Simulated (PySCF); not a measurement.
ClH3Si.
SMILES: `[SiH3]Cl`

Linear response at wB97X-D/def2-SVPD (PySCF, frozen core in the response, non-relativistic). Geometry: PBE0-D3(BJ)/def2-SVP; no solvent, vibrations or thermal averaging.

Static isotropic polarisability: 42.16 au (6.25 Å³), principal values 38.8, 38.8, 48.9 au.

What is the polarisability at 1064 nm and at the sodium D line?

42.53 au at 1064 nm (+0.9 %), 43.38 au at 589.3 nm (+2.9 %). The rise at 589.3 nm is 3.34 times that at 1064 nm; a pure ω² law gives 3.26. The lowest singlet lies at 165 nm, shorter than both wavelengths.

What is the isotropic C6 coefficient between two such molecules, C6 = (3/π)∫α(iω)² dω?

657.1 au (Eh·bohr⁶) by a ten-point quadrature over imaginary frequencies, which is 393 eV·Å⁶ or 37.9 J·nm⁶/mol.

Which effective excitation energy ω̄ makes London's formula C6 = (3/4)α²ω̄ exact here?

ω̄ = 4·C6/(3α²) = 0.493 Eh = 13.4 eV. A one-pole form α(ω) = α/(1 − ω²/ω̄²) fitted to the 1064 nm value gives 12.6 eV. London's choice of the ionisation energy (11.68 eV, ΔSCF at the same level) gives C6 = 572 au, 13 % too low.

What molar refraction at the D line follows from R = (4π/3)·N_A·α′, with α′ the polarisability volume?

α′ = 6.43 Å³ gives R = 16.22 cm³/mol, for isolated, non-vibrating species.

The lowest 6 singlets have (eV, f): 7.50, 0.013; 7.50, 0.013; 8.70, 0.017; 8.70, 0.017; 8.79, 0.000; 9.08, 0.011. What share of the static polarisability do they carry in the sum over states α = Σ f/ω²?

0.77 au, 1.8 % of α; the largest term, 0.17 au, is that of the state at 7.50 eV. Their oscillator strengths add up to 0.07. Higher states carry the rest.

What three-body coefficient follows from the one-pole estimate C9 = (3/4)·α·C6?

20800 au. This is an estimate from the two numbers above, not a computed integral.

What n − 1 at the D line would an ideal gas of it have at 273.15 K and 1 atm (2.6868 × 10¹⁹ cm⁻³), by n − 1 = 2π·N·α′?

10.85 × 10⁻⁴, a formal value whether or not that pressure can be reached.

The run took about 3 s of CPU time (one thread, shared machine). This is the whole response run at wB97X-D/def2-SVPD, SCF included.

wB97X-D is run here without its empirical dispersion term; that term would change no orbital, density or response property at a fixed geometry.
